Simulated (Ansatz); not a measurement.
C$_{2}$H$_{5}$NO, SMILES `C1NCO1`. Charge 0, multiplicity 1.

Z-matrix (Å, degrees):
```
C
O 1 1.425
N 1 1.464 2 92.3
H 1 1.096 2 111.8 3 117.5
H 1 1.099 2 112.6 3 -118.7
C 2 1.425 1 89.0 3 5.7
H 3 1.011 1 113.2 2 -119.1
H 6 1.096 2 111.8 1 -123.2
H 6 1.100 2 112.6 1 113.0
```

(1) Give the diagnostics of a CCSD(T)/def2-TZVPP run (frozen core, the Gaussian-basis code of Ansatz). (Best estimate.)

## Answers

(1) The calculation gave: T1 = 0.0101, largest single amplitude 0.010, largest double 0.024, (T) share of the correlation energy 3.8 %, 9 CCSD cycles. The RHF solution is stable towards an unrestricted one. T1 lies under the customary mark of 0.02 for closed shells.
